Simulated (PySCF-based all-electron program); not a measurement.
Values are calculated unless marked as measured or tabulated.
**H2O, singlet: all-electron forces**

Method: all-electron DFT (in-house code on PySCF), basis-limit composite values; spin-free X2C or the spin-free Dirac equation, no spin–orbit coupling, spin-restricted. Forces are good to about 0.003 eV/Å. Atoms are numbered as listed.

Shape A (the spin-free Dirac equation):

```xyz
3

O     0.0389    0.3356    0.1582
H     0.1243    0.1709   -0.6561
H    -0.1727   -0.4882    0.5884
```

r2SCAN forces:

```json
{"atom": "O1", "Fx": "-0.992", "Fy": "2.144", "Fz (eV/Å)": "9.760"}
{"atom": "H2", "Fx": "1.036", "Fy": "-1.980", "Fz (eV/Å)": "-9.859"}
{"atom": "H3", "Fx": "-0.044", "Fy": "-0.164", "Fz (eV/Å)": "0.099"}
```

Shape B (the spin-free Dirac equation):

```xyz
3

O     0.0389    0.3356    0.1582
H     0.1195    0.1801   -0.6108
H    -0.1727   -0.4882    0.5884
```

Against shape A, O1–H2 goes from 0.835 to 0.789 Å.

PBE forces:

| atom | Fx | Fy | Fz (eV/Å) |
| --- | --- | --- | --- |
| O1 | -1.640 | 3.741 | 16.394 |
| H2 | 1.781 | -3.259 | -16.768 |
| H3 | -0.141 | -0.482 | 0.374 |

(1) What forces does r2SCAN give in shape B?

Shape C (spin-free X2C):

```xyz
3

O     0.0389    0.3356    0.1582
H     0.1148    0.1892   -0.5656
H    -0.1727   -0.4882    0.5884
```

Against shape A, O1–H2 goes from 0.835 to 0.742 Å.

PBE forces:

```
atom      Fx      Fy  Fz (eV/Å)
  O1  -2.577   5.336     25.056
  H2   2.713  -4.918    -25.479
  H3  -0.137  -0.418      0.424
```

(2) What forces does r2SCAN give in shape C (with the spin-free Dirac equation, against spin-free X2C)?

Results:

(1) The forces move by 0.512 eV/Å (r.m.s. over the atoms) from PBE.

```csv
atom,Fx,Fy,Fz (eV/Å)
O1,-1.683,3.280,16.099
H2,1.722,-3.180,-16.249
H3,-0.040,-0.100,0.151
```

(2) The forces move by 0.523 eV/Å (r.m.s. over the atoms) from PBE.

```
atom      Fx      Fy  Fz (eV/Å)
  O1  -2.617   4.873     24.742
  H2   2.652  -4.837    -24.942
  H3  -0.035  -0.036      0.200
```
